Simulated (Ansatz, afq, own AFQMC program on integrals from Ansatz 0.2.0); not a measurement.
Integrals from Ansatz 0.2.0, then the random walk in our own AFQMC program (afq).

```yaml
crystal:
  periodic: [false, false, false]
  atoms:
    - {symbol: Al, position_ang: [0.000000, 0.225721, 1.702500]}
    - {symbol: Ge, position_ang: [0.000000, 0.141067, -0.745836]}
    - {symbol: B, position_ang: [0.000000, -1.566277, 0.423197]}
    - {symbol: H, position_ang: [0.000000, 0.590881, 3.637344]}
basis:
  gaussian: {orbitals: cc-pVDZ}
magnetization: {spin_polarized: true, initial_magnetization: 3}
correlation: {method: ccsd_t, electrons: outside_noble_gas, hamiltonian_folder: ham}
```

```sh
$ ansatz run in.yaml --threads 1 --pin off --events-out ev --progress --plain --max-ram 1382MiB
```

Options of the walk:

```
--method free --trial cisd --walkers 60 --time-step 0.03 --max-blocks 80 --target-error 0.0004 --factor-cut 1e-05 --seed 1080 --times 0,0.21,0.42,0.81,1.2,1.8,2.4,3 --taylor-order 8
```

Times are imaginary, in 1/Eh. The walk had a cap of 2083 s. Filled inner d shells are frozen with the cores.

Log:

```
orbitals 44  electrons 7 4  factors 359 of 686
reference energy -2342.35725946 Eh
CCSD correlation -0.21818991 Eh in 16 cycles, weight of the determinant in the CISD state 0.8174
repeat  energy at the last time / Eh  error
    10  -2342.587285  0.001393
    20  -2342.589517  0.001174
    30  -2342.589313  0.000880
    40  -2342.589164  0.000830
    50  -2342.589050  0.000712
    60  -2342.589539  0.000698
    70  -2342.589494  0.000681
    80  -2342.589554  0.000621
time / (1/Eh)  energy / Eh  error  mean overlap
  0.00  -2342.575356  0.000187  1.2236
  0.21  -2342.579771  0.000234  1.2173
  0.42  -2342.582713  0.000268  1.2135
  0.81  -2342.585608  0.000329  1.2094
  1.20  -2342.587128  0.000288  1.2179
  1.80  -2342.588435  0.000375  1.2298
  2.40  -2342.589071  0.000516  1.2407
  3.00  -2342.589554  0.000621  1.2700
energy -2342.589554 +/- 0.000621 Eh
```

The run passed its tests (error under three times the target), which doesn't prove that it has relaxed.

Against this walk (error 16.9 meV) on the same determinant: CCSD(T) 51.6 meV higher, CCSDT(Q) 39.2 meV lower. The error is statistical, and a free projection of finite length keeps a remainder of its start. None of these is a sure reference here. The projection is still falling at its last time (meV from the last point: 107 ± 9 at 0.81, 66 ± 8 at 1.20, 30 ± 10 at 1.80, 13 ± 14 at 2.40, 0 ± 17 at 3.00), so its energy is a cut-off value, and the gaps above aren't errors of the other methods.

Cautions: remainder of the start not in the error; error above the target (16.9 against 10.9 meV); no relativity below Rb; no spin-orbit coupling; inner d shell frozen; lower spins were not checked.

The walk took 4.6 min on 1 thread of Intel(R) Xeon(R) 6975P-C (Granite Rapids), on a shared host. The log's last line is the free-projection energy.

CCSDT and higher add their correlation energy to the determinant of the CCSD(T) run, since their own runs factorise the integrals more tightly (a shift of under 2 meV). A walk keeps the symmetry of its determinant, which the program's search chose and which needn't be the lowest solution, so a lower state of the same spin and another symmetry isn't excluded.
